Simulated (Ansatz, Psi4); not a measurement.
BCl (SMILES [B]Cl): the electronic atomisation energy, rung by rung

BCl has 2 atoms, charge 0, and is taken as a singlet. As SMILES, `[B]Cl`. The shape is that of a PBE0-D4/def2-TZVP optimisation.

```xyz
2

B     0.0000    0.0000   -0.0697
Cl    0.0000    0.0000    1.6482
```

Each level gives the electronic atomisation energy (eV). The values are calculated. Electronic energies at fixed atoms, without zero-point motion or spin-orbit coupling.

```
                                                   level                    kind  program  value (eV)  less CCSD(T)/def2-TZVPPD  CPU time (all runs)
                                        BLYP/def2-TZVPPD                     GGA   Ansatz        5.22                     +0.06                6.5 s
                                      M06-2X/def2-TZVPPD         hybrid meta-GGA     Psi4        5.37                     +0.21                 22 s
                                       wB97X/def2-TZVPPD  range-separated hybrid     Psi4        5.26                     +0.10                 20 s
    B2PLYP/def2-TZVPPD (density fitting for correlation)           double hybrid     Psi4        5.21                     +0.05                 16 s
DSD-PBEP86/def2-TZVPPD (density fitting for correlation)           double hybrid     Psi4        5.27                     +0.11                 15 s
                                    PBE-QIDH/def2-TZVPPD           double hybrid   Ansatz        5.29                     +0.13                6.3 s
                                    RPA@PBE0/def2-TZVPPD                     RPA   Ansatz        4.90                     -0.26                6.8 s
                                     CCSD(T)/def2-TZVPPD   coupled cluster or CI   Ansatz        5.16                      0.00                5.6 s
                                              FCI/STO-3G    full CI, core frozen   Ansatz        5.03                     -0.13                0.2 s
```

Differences are taken from CCSD(T)/def2-TZVPPD for orientation; it has basis-set and higher-order errors of its own. The values span 4.90 to 5.37 eV. High-level rows in very small sets aren't better than simpler rows in larger ones. In so small a basis fixed costs decide the times, and correlated methods can beat functionals. Times are those of the runs behind each value, whatever else they computed, on shared processors of several kinds: orders of magnitude only.
